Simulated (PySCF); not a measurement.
C5H5F.
SMILES with atom numbers: `[CH2:1]=[CH:2][C:3]1=[C:4]([F:5])[CH2:6]1` (hydrogens: H7, H8 on C1; H9 on C2; H10, H11 on C6)

The closed-shell SCF was solved with PySCF and density fitting under several settings on one GFN2-xTB geometry (grid level 2 and gas phase unless stated).

```tsv
settings	basis functions	SCF cycles	E (Eh)	HOMO (eV)	LUMO (eV)	dipole (D)
PBE/pcSseg-1, IEF-PCM dimethylsulfoxide, damping 0.1 at the start, DIIS from the seventh cycle	127	23	-292.8890	-5.52	-1.84	1.22
PBE0/6-311G**, energy threshold 1e-07 Eh	138	9	-293.0000	-6.53	-0.89	1.19
BHandHLYP/ANO-RCC-VDZP, grid level 3, energy threshold 1e-11 Eh	109	13	-293.1791	-7.43	0.29	1.67
```

Q: Estimate the row for these settings: PBE0/aug-cc-pVDZ, energy threshold 1e-11 Eh.

A: 
```tsv
settings	basis functions	SCF cycles	E (Eh)	HOMO (eV)	LUMO (eV)	dipole (D)
PBE0/aug-cc-pVDZ, energy threshold 1e-11 Eh	183	12	-292.9611	-6.60	-1.05	1.27
```

Q: Over all rows, what range does the HOMO–LUMO gap span?

A: From 3.68 eV (PBE/pcSseg-1, IEF-PCM dimethylsulfoxide, damping 0.1 at the start, DIIS from the seventh cycle) to 7.72 eV (BHandHLYP/ANO-RCC-VDZP, grid level 3, energy threshold 1e-11 Eh). The functional of the narrowest has no exact exchange, that of the widest 50 % exact exchange.

Q: And the dipole moment?

A: From 1.19 D (PBE0/6-311G**, energy threshold 1e-07 Eh) to 1.67 D (BHandHLYP/ANO-RCC-VDZP, grid level 3, energy threshold 1e-11 Eh); the largest is 1.40 times the smallest, and the median is 1.25 D.

Q: Compare two rows with the functional PBE0: PBE0/aug-cc-pVDZ, energy threshold 1e-11 Eh and PBE0/6-311G**, energy threshold 1e-07 Eh. Which energy is lower, and by how much?

A: PBE0/6-311G**, energy threshold 1e-07 Eh (138 functions) lies 0.0389 Eh or 24 kcal/mol below PBE0/aug-cc-pVDZ, energy threshold 1e-11 Eh (183 functions). The smaller set gives the lower energy; the two sets aren't nested, so the variational bound doesn't order them by size.

Whole jobs, the steps after the SCF included, on one thread of an Intel Xeon at 2.50 GHz, on a shared host:

```csv
settings,work after the SCF,wall time,peak memory
"PBE/pcSseg-1, IEF-PCM dimethylsulfoxide, damping 0.1 at the start, DIIS from the seventh cycle","shieldings, ring-centre shieldings",32 s,0.69 GiB
"PBE0/6-311G**, energy threshold 1e-07 Eh","shieldings, ring-centre shieldings",23 s,0.73 GiB
"BHandHLYP/ANO-RCC-VDZP, grid level 3, energy threshold 1e-11 Eh","spin–spin couplings from 11 perturbed nuclei, spin–dipole term for 1 of them",54 s,0.61 GiB
"PBE0/aug-cc-pVDZ, energy threshold 1e-11 Eh","spin–spin couplings from 11 perturbed nuclei, spin–dipole term for 1 of them",61 s,0.72 GiB
```

All basis functions are spherical, in the Pople sets too. ANO-RCC sets were contracted for a scalar-relativistic Hamiltonian, but ran non-relativistically here. The species at its GFN2-xTB geometry (one conformer only).

Conformer computed: `[CH2:1]=[CH:2][C:3]1=[C:4]([F:5])[CH2:6]1`: C1–C2–C3–C4 180°.
